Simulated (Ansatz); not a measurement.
Mulliken charges of C$_{3}$H$_{4}$OS (`OCC#CS`) from r2SCAN/def2-TZVPP in Ansatz (PBE0-D4/def2-TZVP geometry).

| atom | x (Å) | y (Å) | z (Å) | charge (e) |
| --- | --- | --- | --- | --- |
| O1 | -0.728 | -2.001 | -0.194 | -0.351 |
| C2 | 0.446 | -1.219 | -0.269 | 0.057 |
| C3 | 0.232 | 0.200 | -0.041 | -0.192 |
| C4 | 0.028 | 1.377 | 0.133 | 0.108 |
| S5 | -0.249 | 3.026 | 0.242 | -0.047 |
| H6 | -1.405 | -1.571 | -0.725 | 0.201 |
| H7 | 1.125 | -1.617 | 0.490 | 0.053 |
| H8 | 0.947 | -1.342 | -1.240 | 0.063 |
| H9 | -0.306 | 3.103 | 1.585 | 0.109 |

Q: By hand: the dipole of these point charges (1 e Å = 4.8032 D).

A: Σ q r = (0.055, 0.453, 0.039) e Å, of length 0.458 e Å = 2.20 D.

Q: How does the dipole of the full density compare? (Estimate.)

A: The calculation gave: (0.027, 0.178, -0.012) e Å, 0.87 D; the point charges give 2.53 times that, at 9° from its direction.

Point charges leave out the atoms' own dipoles, such as those of lone pairs, and Mulliken's split depends on the basis, so the two needn't agree.
